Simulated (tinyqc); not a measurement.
RHF in the sto-6g basis, for NH3, spin multiplicity 1, step by step (part 2 of 2). Computed by tinyqc, a small Python program that keeps every step (integrals from PySCF). Command: `OMP_NUM_THREADS=1 python tinyqc.py 30983 30984 out.jsonl` (the two numbers bound the seeds that draw the settings). One thread of a shared host (Intel(R) Xeon(R) Processor @ 2.60GHz), about 0.1 s of CPU time with the checks.

Geometry (angstrom):
```
atom        x        y       z
N      0.0000   0.0000  0.4350
H      1.0290   0.0000  0.0000
H     -0.5140   0.8910  0.0000
H     -0.5140  -0.8910  0.0000
```

## Iteration 2: building the Fock matrix

D after iteration 1, lower triangle:
```
          1N 1s   1N 2s   1N 2px   1N 2py   1N 2pz    2H 1s    3H 1s   4H 1s
1N 1s    2.0727
1N 2s   -0.2872  1.2383
1N 2px   0.0000  0.0000   0.6633
1N 2py   0.0000  0.0000   0.0000   0.6631
1N 2pz  -0.1191  0.6228   0.0000   0.0000   1.6317
2H 1s   -0.0747  0.1915   0.5985   0.0000  -0.2475   0.6597
3H 1s   -0.0747  0.1917  -0.2991   0.5182  -0.2477  -0.1503   0.6595
4H 1s   -0.0747  0.1917  -0.2991  -0.5182  -0.2477  -0.1503  -0.1503  0.6595
```

core Hamiltonian H = T + V (hartree), lower triangle:
```
           1N 1s    1N 2s   1N 2px   1N 2py   1N 2pz    2H 1s    3H 1s    4H 1s
1N 1s   -25.8584
1N 2s    -5.6519  -7.5958
1N 2px    0.0000   0.0000  -6.3559
1N 2py    0.0000   0.0000   0.0000  -6.3561
1N 2pz    0.0161   0.1816   0.0000   0.0000  -6.2692
2H 1s    -1.1748  -2.7978  -2.0343   0.0000   0.9080  -4.3162
3H 1s    -1.1757  -2.7993   1.0169  -1.7627   0.9086  -0.9478  -4.3171
4H 1s    -1.1757  -2.7993   1.0169   1.7627   0.9086  -0.9478  -0.9477  -4.3171
```

nuclear repulsion = 10.840194 hartree

Given earlier and not repeated: Two-electron integrals (ij|kl) in chemists' order.

J_ij = sum D_kl (ij|kl), K_ij = sum D_kl (ik|jl); F = H + J - 0.5 K; E = tr D H + tr D J / 2 - 0.25 tr D K + E_nn.

Coulomb J (hartree), lower triangle:
```
          1N 1s    1N 2s   1N 2px   1N 2py   1N 2pz   2H 1s   3H 1s   4H 1s
1N 1s   14.4787
1N 2s    2.5331   6.7931
1N 2px   0.0000   0.0000   6.7903
1N 2py   0.0000   0.0000   0.0000   6.7903
1N 2pz   0.0078  -0.0368   0.0000   0.0000   6.7986
2H 1s    0.5382   2.4942   1.9840   0.0000  -0.8550  4.4734
3H 1s    0.5386   2.4955  -0.9917   1.7191  -0.8556  0.8425  4.4741
4H 1s    0.5386   2.4955  -0.9917  -1.7191  -0.8556  0.8425  0.8423  4.4741
```

exchange K (hartree), lower triangle:
```
          1N 1s    1N 2s   1N 2px   1N 2py   1N 2pz   2H 1s   3H 1s   4H 1s
1N 1s    8.4772
1N 2s    1.2911   2.0352
1N 2px   0.0000  -0.0001   1.4391
1N 2py   0.0000   0.0000   0.0000   1.4393
1N 2pz  -0.0024   0.1315   0.0000   0.0000   1.7901
2H 1s    0.2919   0.9024   0.7386   0.0000  -0.3018  1.2243
3H 1s    0.2922   0.9028  -0.3692   0.6398  -0.3020  0.2923  1.2245
4H 1s    0.2922   0.9028  -0.3692  -0.6398  -0.3020  0.2923  0.2922  1.2245
```

Fock matrix F (hartree), lower triangle:
```
           1N 1s    1N 2s   1N 2px   1N 2py   1N 2pz    2H 1s    3H 1s    4H 1s
1N 1s   -15.6183
1N 2s    -3.7643  -1.8203
1N 2px    0.0000   0.0000  -0.2852
1N 2py    0.0000   0.0000   0.0000  -0.2854
1N 2pz    0.0251   0.0791   0.0000   0.0000  -0.3657
2H 1s    -0.7826  -0.7549  -0.4197   0.0000   0.2039  -0.4549
3H 1s    -0.7832  -0.7553   0.2097  -0.3636   0.2040  -0.2515  -0.4552
4H 1s    -0.7832  -0.7553   0.2097   0.3636   0.2040  -0.2515  -0.2515  -0.4552
```

total energy of this density = -55.947046 hartree

## Iteration 2: diagonalisation and new density

X, lower triangle:
```
          1N 1s    1N 2s   1N 2px   1N 2py  1N 2pz    2H 1s    3H 1s   4H 1s
1N 1s    1.0232
1N 2s   -0.1432   1.2945
1N 2px   0.0000   0.0000   1.1097
1N 2py   0.0000   0.0000   0.0000   1.1098
1N 2pz   0.0087  -0.0970   0.0000   0.0000  1.0344
2H 1s    0.0191  -0.2633  -0.2528   0.0000  0.0936   1.1828
3H 1s    0.0191  -0.2635   0.1264  -0.2191  0.0937  -0.0424   1.1830
4H 1s    0.0191  -0.2635   0.1264   0.2191  0.0937  -0.0424  -0.0424  1.1830
```

Diagonalise F' = X^T F X, C = X C', fill 5 alpha and 5 beta electrons from the bottom; D = 2 C_occ C_occ^T. Each column has its largest component positive (the first on a tie).

F' = X^T F X (hartree), lower triangle:
```
          1        2        3        4        5        6        7        8
1  -15.3649
2   -1.9274  -0.7978
3    0.0000   0.0000  -0.0175
4    0.0000   0.0000   0.0000  -0.0174
5    0.0428  -0.1039   0.0000   0.0000  -0.2880
6   -0.1153  -0.4122  -0.4677   0.0000   0.1724  -0.0023
7   -0.1155  -0.4125   0.2338  -0.4052   0.1726  -0.0593  -0.0022
8   -0.1155  -0.4125   0.2338   0.4052   0.1726  -0.0593  -0.0593  -0.0022
```

orbital energies (hartree): MO1 -15.6211, MO2 -1.0581, MO3 -0.5544, MO4 -0.5542, MO5 -0.3950, MO6 0.5027, MO7 0.5937, MO8 0.5941

coefficients C:
```
            MO1      MO2      MO3      MO4      MO5      MO6      MO7      MO8
1N 1s    0.9964  -0.2083   0.0000   0.0000  -0.0795  -0.1617   0.0002   0.0000
1N 2s    0.0177   0.7564   0.0000   0.0001   0.4194   1.0796  -0.0014   0.0000
1N 2px   0.0000   0.0000   0.0000   0.5980  -0.0001   0.0011   0.9847   0.0000
1N 2py   0.0000   0.0000   0.5979   0.0000   0.0000   0.0000   0.0000   0.9850
1N 2pz  -0.0033  -0.1067   0.0000   0.0001   0.8899  -0.5499   0.0007   0.0000
2H 1s   -0.0036   0.1665   0.0000   0.4996  -0.1343  -0.6601  -0.9021   0.0000
3H 1s   -0.0036   0.1666   0.4326  -0.2497  -0.1342  -0.6590   0.4522  -0.7820
4H 1s   -0.0036   0.1666  -0.4326  -0.2497  -0.1342  -0.6590   0.4522   0.7820
```

D after iteration 2, lower triangle:
```
          1N 1s   1N 2s   1N 2px   1N 2py   1N 2pz    2H 1s    3H 1s   4H 1s
1N 1s    2.0848
1N 2s   -0.3465  1.4966
1N 2px   0.0000  0.0000   0.7153
1N 2py   0.0000  0.0000   0.0000   0.7151
1N 2pz  -0.1037  0.5850   0.0000   0.0000   1.6065
2H 1s   -0.0551  0.1392   0.5976   0.0000  -0.2743   0.5908
3H 1s   -0.0551  0.1393  -0.2986   0.5173  -0.2745  -0.1579   0.5906
4H 1s   -0.0551  0.1393  -0.2986  -0.5173  -0.2745  -0.1579  -0.1579  0.5906
```

## Iteration 15 (converged): orbitals

converged F (hartree), lower triangle:
```
           1N 1s    1N 2s   1N 2px   1N 2py   1N 2pz    2H 1s    3H 1s    4H 1s
1N 1s   -15.5142
1N 2s    -3.7402  -1.8076
1N 2px    0.0000   0.0000  -0.2493
1N 2py    0.0000   0.0000   0.0000  -0.2495
1N 2pz    0.0239   0.0881   0.0000   0.0000  -0.3093
2H 1s    -0.7780  -0.7403  -0.4094   0.0000   0.2087  -0.4331
3H 1s    -0.7786  -0.7407   0.2046  -0.3547   0.2088  -0.2430  -0.4334
4H 1s    -0.7786  -0.7407   0.2046   0.3547   0.2088  -0.2430  -0.2430  -0.4334
```

As before.

F' = X^T F X (hartree), lower triangle:
```
          1        2        3        4        5        6        7       8
1  -15.2624
2   -1.9140  -0.8052
3    0.0000   0.0000   0.0193
4    0.0000   0.0000   0.0000   0.0194
5    0.0406  -0.0990   0.0000   0.0000  -0.2264
6   -0.1161  -0.4035  -0.4670   0.0000   0.1825   0.0161
7   -0.1163  -0.4038   0.2335  -0.4046   0.1827  -0.0549   0.0162
8   -0.1163  -0.4038   0.2335   0.4046   0.1827  -0.0549  -0.0549  0.0162
```

orbital energies (hartree): MO1 -15.5170, MO2 -1.0422, MO3 -0.5276, MO4 -0.5274, MO5 -0.3493, MO6 0.5209, MO7 0.6177, MO8 0.6180

coefficients C:
```
            MO1      MO2      MO3      MO4      MO5      MO6      MO7      MO8
1N 1s    0.9963  -0.2105   0.0000   0.0000  -0.0857  -0.1557   0.0002   0.0000
1N 2s    0.0177   0.7707   0.0000   0.0001   0.4595   1.0528  -0.0013   0.0000
1N 2px   0.0000   0.0000   0.0000   0.5883  -0.0001   0.0011   0.9906   0.0000
1N 2py   0.0000   0.0000   0.5882   0.0000   0.0000   0.0000   0.0000   0.9908
1N 2pz  -0.0032  -0.1153   0.0000   0.0001   0.8689  -0.5808   0.0007   0.0000
2H 1s   -0.0035   0.1575   0.0000   0.5085  -0.1584  -0.6569  -0.8972   0.0000
3H 1s   -0.0035   0.1576   0.4403  -0.2542  -0.1584  -0.6559   0.4496  -0.7777
4H 1s   -0.0035   0.1576  -0.4403  -0.2542  -0.1584  -0.6559   0.4496   0.7777
```

D after iteration 15, lower triangle:
```
          1N 1s   1N 2s   1N 2px   1N 2py   1N 2pz    2H 1s    3H 1s   4H 1s
1N 1s    2.0886
1N 2s   -0.3678  1.6109
1N 2px   0.0000  0.0000   0.6921
1N 2py   0.0000  0.0000   0.0000   0.6919
1N 2pz  -0.1067  0.6206   0.0000   0.0000   1.5367
2H 1s   -0.0462  0.0973   0.5983   0.0000  -0.3114   0.6170
3H 1s   -0.0462  0.0973  -0.2990   0.5179  -0.3116  -0.1586   0.6168
4H 1s   -0.0462  0.0973  -0.2990  -0.5179  -0.3116  -0.1586  -0.1586  0.6168
```

## Convergence

Stop when the energy changes by less than 1e-10 hartree and every element of the error matrix X^T (F D S - S D F) X is below 3e-06.

Course of the cycle:
```
iteration  E (hartree)     change  largest element of the error matrix
1           -55.631292          -                             4.42e-01
2           -55.947046  -3.16e-01                             1.14e-01
3           -55.966410  -1.94e-02                             2.75e-02
4           -55.968325  -1.91e-03                             1.14e-02
5           -55.968584  -2.59e-04                             5.00e-03
6           -55.968631  -4.71e-05                             2.22e-03
7           -55.968641  -9.65e-06                             1.01e-03
8           -55.968643  -2.07e-06                             4.66e-04
9           -55.968644  -4.51e-07                             2.16e-04
10          -55.968644  -9.86e-08                             1.01e-04
11          -55.968644  -2.16e-08                             4.70e-05
12          -55.968644  -4.73e-09                             2.20e-05
13          -55.968644  -1.04e-09                             1.03e-05
14          -55.968644  -2.27e-10                             4.80e-06
15          -55.968644  -4.98e-11                             2.25e-06
```

PySCF RHF in the same basis = -55.968644 hartree

Converged in 15 iterations.

## Populations, bond orders and dipole

overlap S, lower triangle:
```
         1N 1s   1N 2s   1N 2px   1N 2py   1N 2pz   2H 1s   3H 1s   4H 1s
1N 1s   1.0000
1N 2s   0.2294  1.0000
1N 2px  0.0000  0.0000   1.0000
1N 2py  0.0000  0.0000   0.0000   1.0000
1N 2pz  0.0000  0.0000   0.0000   0.0000   1.0000
2H 1s   0.0473  0.4328   0.3697   0.0000  -0.1563  1.0000
3H 1s   0.0474  0.4330  -0.1848   0.3203  -0.1564  0.1689  1.0000
4H 1s   0.0474  0.4330  -0.1848  -0.3203  -0.1564  0.1689  0.1688  1.0000
```

Mulliken: Z minus the diagonal of D S on the atom; Loewdin: the same with S^(1/2) D S^(1/2); Mayer order: 2 sum_s sum (D(s) S)_ij (D(s) S)_ji over the two atoms.

Charges (e):
```
atom  Mulliken  Loewdin
1N     -0.3809  -0.2575
2H      0.1269   0.0858
3H      0.1270   0.0858
4H      0.1270   0.0858
```

Mayer bond orders:
```
pair   order
2-1   0.9626
3-1   0.9626
3-2   0.0106
4-1   0.9626
4-2   0.0106
4-3   0.0107
```

dipole moment about the origin, x y z (debye): 0.0002  0.0000  -1.7906
